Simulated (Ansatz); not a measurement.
Consider the substitution at a C–C bond: `FCC1=CC1` + `CCCO` → `CCCOCF` + `C1=CC1`.

Isolated molecules relaxed with PBE0-D4/def2-TZVP in Ansatz; ΔE leaves out vibrations. CBS: MP2 limit from def2 TZ/QZ plus the TZ coupled-cluster correction, frozen cores. This one scheme is used for every species. DFT in def2-TZVPP. One conformer a species, not always the lowest.

`FCC1=CC1`:

Cartesian coordinates in Å:
```
F 2.057 1.089 -0.671
C 1.454 0.061 0.019
C -0.002 0.119 -0.082
C -1.098 0.650 -0.500
C -1.261 -0.573 0.347
H 1.762 0.123 1.070
H 1.822 -0.890 -0.386
H -1.599 1.420 -1.060
H -1.600 -0.477 1.380
H -1.535 -1.522 -0.117
```

`CCCO`:

Z-matrix (Å, degrees):
```
C
C 1 1.519
H 1 1.094 2 111.3
H 1 1.092 2 111.4 3 120.2
H 1 1.093 2 111.1 3 -119.8
C 2 1.516 1 112.3 3 59.4
H 2 1.097 1 109.7 3 -61.9
H 2 1.094 1 110.5 3 -179.1
O 6 1.412 2 113.3 1 177.5
H 6 1.101 2 109.8 1 -57.8
H 6 1.094 2 109.9 1 59.5
H 9 0.961 6 108.2 2 59.3
```

`CCCOCF`:

Z-matrix (Å, degrees):
```
C
C 1 1.519
H 1 1.094 2 111.4
H 1 1.094 2 111.4 3 -120.1
H 1 1.091 2 111.1 3 119.9
C 2 1.515 1 111.3 3 60.7
H 2 1.092 1 110.5 3 -61.1
H 2 1.094 1 110.4 3 -178.9
O 6 1.421 2 113.3 1 175.4
H 6 1.099 2 110.5 1 -61.4
H 6 1.094 2 110.0 1 57.3
C 9 1.359 6 116.0 2 91.3
F 12 1.387 9 112.0 6 -74.7
H 12 1.099 9 112.1 6 44.3
H 12 1.091 9 107.7 6 167.7
```

`C1=CC1`:

Cartesian coordinates in Å:
```
C -0.873 0.004 -0.078
C -0.010 -0.204 0.853
C 0.561 0.127 -0.492
H -1.899 0.064 -0.400
H 0.214 -0.444 1.878
H 1.019 -0.661 -1.092
H 0.989 1.114 -0.669
```

Question: Is it downhill or uphill in electronic energy at CCSD(T)/CBS, and by how much? (Estimate.)

Answer: The calculation gave: Uphill: ΔE = +4.0 kcal/mol.

Question: What do these levels give: PBE-D4, HF/def2-TZVPP, CCSD(T)/def2-TZVPP, SCS-MP2/def2-QZVPP, HF/CBS(def2), CCSD/CBS(def2)? (Estimate.)

Answer: Ansatz gave: PBE-D4 4.5, HF/def2-TZVPP 3.2, CCSD(T)/def2-TZVPP 3.3, SCS-MP2/def2-QZVPP 4.4, HF/CBS(def2) 3.3, CCSD/CBS(def2) 4.2 kcal/mol.

Largest T1 diagnostic among the species: 0.011.
